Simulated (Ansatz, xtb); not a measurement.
System: C2H5O2 (charge +1, singlet). It need not be the lowest isomer of its formula. SMILES: O(C=[OH+])C
Coordinates optimised at B3LYP-D3(BJ)/def2-TZVP (Ansatz, a program for electronic structure):
```
O
C 1 1.2494
O 2 1.2811 1 121.15
H 3 0.9749 2 114.20 1 -180.00
H 2 1.0896 1 116.81 3 -180.00
C 1 1.4895 2 121.78 5 -180.00
H 6 1.0826 1 103.67 2 -180.00
H 6 1.0864 7 112.27 1 116.35
H 6 1.0864 7 112.27 8 127.29
```
Charge +1, spin multiplicity 1.

Harmonic wavenumbers from GFN2-xTB (xtb, at its own minimum), cm⁻¹: 71, 276, 415, 624, 677, 902, 922, 1065, 1083, 1138, 1295, 1304, 1364, 1384, 1407, 1609, 2941, 2995, 3005, 3038, 3358.

Q: Give the harmonic wavenumbers at B3LYP-D3(BJ)/def2-TZVP (Ansatz, finite differences of forces, unscaled).

A: 93, 272, 368, 664, 719, 808, 1052, 1149, 1164, 1221, 1353, 1419, 1458, 1468, 1485, 1708, 3087, 3162, 3189, 3222, 3683 cm⁻¹. Zero-point energy 46.8 kcal/mol.

Q: From these and the geometry, give the ideal-gas thermochemistry at 298.15 K and 1 atm (rigid rotor, harmonic oscillator).

A: Point group Cs, rotational symmetry number 1. Rotational constants 19.15, 6.452, 4.981 GHz. S(trans) 38.25, S(rot) 23.77, S(vib) 7.40, S(elec, spin only) 0.00, S 69.4 cal/(mol K). H(298) - H(0) 3.61 kcal/mol; G - E(el) 29.7 kcal/mol.
